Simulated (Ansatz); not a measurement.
**AlH₄ (doublet): from Hartree-Fock to the top rungs at distance H2–H3 = 1.722 Å, 6-31G**

How much of the correlation energy of AlH₄ (doublet) does each wave-function method recover here?

Computed with Ansatz 0.2.0, Gaussian basis. Level: 6-31G, core rule «outside noble gas», up to 5 orbitals frozen.

To be run: UHF; CCSD(T) on ROHF; CCSD(T) on UHF; BCCD(T) on ROHF; CISD; CCSDT(Q) on ROHF; CCSDT(Q) on UHF; CISDTQ; CCSDTQ on ROHF; CCSDTQ on UHF; CASSCF and MRCISD+Q, 3 electrons in 3 orbitals; CASSCF and NEVPT2, 3 electrons in 3 orbitals; CASSCF and MRCISD+Q, 7 electrons in 8 orbitals; CASSCF and NEVPT2, 7 electrons in 8 orbitals; Full CI.

27 further runs of the same task are left out: 8 for a known fault of the program, 4 for a mislabelled method, 10 that didn't finish, 5 set aside as unsound or not needed.

## (1) The system

The geometry derives from a PBE0/def2-TZVP stationary point (not a proven minimum). One bond is set to the value named and the two fragments are kept rigid.

5 atoms, charge 0, spin multiplicity 2.

Atoms are counted from 1 here; the program's logs count them from 0.

Bond lengths: Al1–H4 1.595 Å, Al1–H5 1.595 Å. Angles: H4–Al1–H5 120.0°.

## (2) UHF

Contents of in.yaml:

```yaml
crystal:
  periodic: [false, false, false]
  atoms:
    - {symbol: Al, position_ang: [-0.028836, 0.000581, -0.131578]}
    - {symbol: H, position_ang: [0.479753, 0.002236, 1.986962]}
    - {symbol: H, position_ang: [-1.240813, -0.021823, 1.920945]}
    - {symbol: H, position_ang: [0.764332, 1.383744, -0.187607]}
    - {symbol: H, position_ang: [0.768643, -1.379695, -0.198100]}
basis:
  gaussian: {orbitals: 6-31G}
magnetization: {spin_polarized: true, initial_magnetization: 1}
hamiltonian: {xc: hf}
output: {orbitals: {seedname: orbitals}}
```

Run with:

```bash
> ansatz run in.yaml --threads 1 --pin off --events-out ev --progress --plain --max-ram 2393MiB
```

After this run come: CCSD(T) on ROHF; CCSD(T) on UHF; BCCD(T) on ROHF; CISD; CCSDT(Q) on ROHF; CCSDT(Q) on UHF; CISDTQ; CCSDTQ on ROHF; CCSDTQ on UHF; CASSCF and MRCISD+Q, 3 electrons in 3 orbitals; CASSCF and NEVPT2, 3 electrons in 3 orbitals; CASSCF and MRCISD+Q, 7 electrons in 8 orbitals; CASSCF and NEVPT2, 7 electrons in 8 orbitals; Full CI.

**Question.** What will the summary of the whole plan be? Wanted: FCI below the RHF energy; RMP2 from FCI; UMP2 from FCI; RCCSD from FCI; RCCSD(T) from FCI; UCCSD(T) from FCI; RCCSDT(Q) from FCI; UCCSDT(Q) from FCI; NEVPT2 pair from FCI.

The runs gave:

```
                         quantity                                                                                             value
         FCI below the RHF energy                                                                                        -2.6457 eV
                    RMP2 from FCI                                                                                       +1059.6 meV
                    UMP2 from FCI                                                                                       +1162.2 meV
                   RCCSD from FCI                                                                                        +114.3 meV
                RCCSD(T) from FCI                                                                                         +44.3 meV
                UCCSD(T) from FCI                                                                                         +87.9 meV
               RCCSDT(Q) from FCI                                                                                          +1.2 meV
               UCCSDT(Q) from FCI                                                                                          +3.8 meV
             NEVPT2 pair from FCI                                                                                        +645.9 meV
           MRCISD+Q pair from FCI                                                                                        +132.2 meV
          NEVPT2 valence from FCI                                                                                        +116.9 meV
levels within 1 kcal/mol (43 meV)  RCCSDT, UCCSDT, CISDTQ, RCCSDT(Q), UCCSDT(Q), RCCSDTQ, UCCSDTQ, MRCISD valence, MRCISD+Q valence
                    T1 diagnostic                                                                                             0.072
   effectively unpaired electrons                                                                                              1.18
```

RCCSD(T) misses by +44.3 meV, 1.7 % of the correlation energy. CCSD(T) misses by +44.3 meV on the restricted determinant and by +87.9 meV on the unrestricted one; the two need not hold the same state or core. The occupations are near whole numbers, but T1 = 0.072 shows that the orbitals relax strongly. Of the multireference levels listed MRCISD+Q valence comes nearest in total energy (+7.9 meV), which doesn't show that its space is the better one. These misses are within one basis, not against nature; the frozen cores of restricted and unrestricted runs differ, which can shift their rows.
